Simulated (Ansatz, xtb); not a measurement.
## CH4Si2−: where a starting geometry ends

The starting geometry of this gas-phase doublet has its atoms placed at random.

```yaml
atoms:
  - { symbol: C, position_ang: [1.1801, 1.2135, 1.3572] }
  - { symbol: Si, position_ang: [-0.8367, -0.7987, 0.6065] }
  - { symbol: Si, position_ang: [-0.6538, 1.4554, -0.0964] }
  - { symbol: H, position_ang: [-1.1160, -0.0171, 1.7650] }
  - { symbol: H, position_ang: [0.6245, 0.7126, -1.4271] }
  - { symbol: H, position_ang: [0.4124, -1.1121, -0.1475] }
  - { symbol: H, position_ang: [-2.2782, -0.0192, 0.0541] }
```

Problem. Guess where an optimisation with r2SCAN-D4/def2-SVPD ends from this start.

Solution. It ends as `[H]/[Si-]=[C]/[SiH3]`. Distances that change by over a tenth: Si2–H7 (1.73 → 1.52 Å). Contacts that open: Si2–Si3 (2.37 → 3.43 Å). Contacts that close: C1–Si2 (2.95 → 1.79 Å), C1–Si3 (2.35 → 1.72 Å), Si3–H5 (1.99 → 1.56 Å).

The energy falls by 7.05 eV over 24 steps:

| step | E − E(last) (eV) |
| --- | --- |
| 1 | 7.048 |
| 4 | 3.499 |
| 6 | 1.861 |
| 9 | 0.643 |
| 11 | 0.351 |
| 14 | 0.111 |
| 16 | 0.034 |
| 19 | 0.005 |
| 21 | 0.000 |
| 24 | 0.000 |

Final geometry (Å):

```yaml
atoms:
  - { symbol: C, position_ang: [-0.1015, 0.7249, -0.1125] }
  - { symbol: Si, position_ang: [-0.8029, -0.6255, 0.8396] }
  - { symbol: Si, position_ang: [0.5453, 2.3112, -0.3042] }
  - { symbol: H, position_ang: [-1.0004, -0.3817, 2.3265] }
  - { symbol: H, position_ang: [0.8666, 2.3968, -1.8274] }
  - { symbol: H, position_ang: [0.0011, -1.9116, 0.8076] }
  - { symbol: H, position_ang: [-2.1761, -1.0798, 0.3822] }
```

From the same start GFN2-xTB reaches the same bonding as this run.

From so rough a start the end depends on the optimiser's path, so another program may land elsewhere. The end wasn't checked by frequencies. Open shells are spin-unrestricted. Run with Ansatz 0.2.0, 2.8 min on 2 threads of Arm Neoverse V2, with other jobs on the host.
